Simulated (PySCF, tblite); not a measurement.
Species: glyoxal, C2H2O2.
Numbering: `[O:1]=[CH:2][CH:3]=[O:4]` (hydrogens: H5 on C2; H6 on C3)

Computed with GFN2-xTB (tblite), gas phase: Langevin dynamics at 300 K from the optimised GFN2-xTB geometry, time step 0.5 fs, friction 0.01 fs⁻¹, 2000 steps. Over the second half of the run the saved frames average 372 K, 24 % above the target.

Frame at 250 fs, instantaneous temperature 224 K:
```
atom  x, y, z in Å
O1      0.880   -1.062    1.425
C2      0.566   -0.530    0.407
C3     -0.896   -0.349    0.013
O4     -1.339    0.291   -0.880
H5      1.222   -0.083   -0.415
H6     -1.536   -0.977    0.735
```

Frame at 425 fs, instantaneous temperature 192 K:
```
atom  x, y, z in Å
O1      0.789   -1.426    1.550
C2      0.350   -0.603    0.735
C3     -0.734   -0.981   -0.299
O4     -1.035   -0.219   -1.182
H5      0.678    0.445    0.807
H6     -1.093   -1.963   -0.059
```

Frame at 625 fs, instantaneous temperature 308 K:
```
atom  x, y, z in Å
O1      0.531   -1.133    1.485
C2     -0.378   -0.638    0.899
C3     -0.230   -0.704   -0.650
O4     -1.151   -0.920   -1.444
H5     -1.261   -0.185    1.225
H6      0.852   -0.831   -0.922
```

Frame at 800 fs, instantaneous temperature 507 K:
```
atom  x, y, z in Å
O1      0.949   -0.516    1.089
C2      0.123   -1.131    0.515
C3     -0.477   -0.790   -0.799
O4     -0.936   -1.588   -1.553
H5     -0.460   -2.024    0.984
H6     -0.587    0.263   -1.056
```

Frame at 1000 fs, instantaneous temperature 347 K:
```
atom  x, y, z in Å
O1      1.169   -0.581    0.824
C2      0.411   -1.475    0.757
C3     -0.214   -1.963   -0.527
O4     -1.168   -1.351   -1.017
H5      0.238   -2.032    1.664
H6      0.253   -2.803   -1.064
```

**Question.** What do single points at PBE0/pcSseg-1 (PySCF, gas phase) give on these frames?

**Answer.** 
| t (fs) | GFN2-xTB E above start (eV) | DFT E above lowest frame (eV) | HOMO (eV) | LUMO (eV) | dipole (D) |
| --- | --- | --- | --- | --- | --- |
| 250 | 0.12 | 0.00 | -7.78 | -3.15 | 0.44 |
| 425 | 0.16 | 0.03 | -7.85 | -3.25 | 0.39 |
| 625 | 0.29 | 0.19 | -7.70 | -2.91 | 1.47 |
| 800 | 0.15 | 0.11 | -7.77 | -2.99 | 0.91 |
| 1000 | 0.27 | 0.30 | -7.58 | -2.06 | 2.98 |

The two levels order the frames alike by energy but for pairs within 0.08 eV at one level; measured from each level's lowest frame they differ by 0.15 eV at most. The HOMO–LUMO gap runs from 4.60 to 5.52 eV. These are instantaneous structures, not minima.

**Question.** And the isotropic GIAO shieldings (ppm) from the same runs?

**Answer.** 
```
atom  250 fs  425 fs  625 fs  800 fs  1000 fs    mean  range
  O1  -380.8  -499.8  -370.8  -372.0   -398.8  -404.4  129.0
  C2    -7.2   -28.1   -10.5    -2.6     -9.4   -11.6   25.5
  C3    -6.8    -9.5   -28.1    -9.3    -32.8   -17.3   26.0
  O4  -365.7  -391.2  -440.8  -426.4   -498.8  -424.6  133.1
  H5    22.0    21.8    22.5    21.9     22.1    22.1    0.7
  H6    22.2    22.6    21.8    22.3     21.0    22.0    1.6
```

The cost below is that of the whole dynamics run. On one thread of an AMD EPYC, shared host with 64 logical CPUs at a one-minute load of 57, this took 14 s of wall time and 0.18 GiB of memory at its peak.
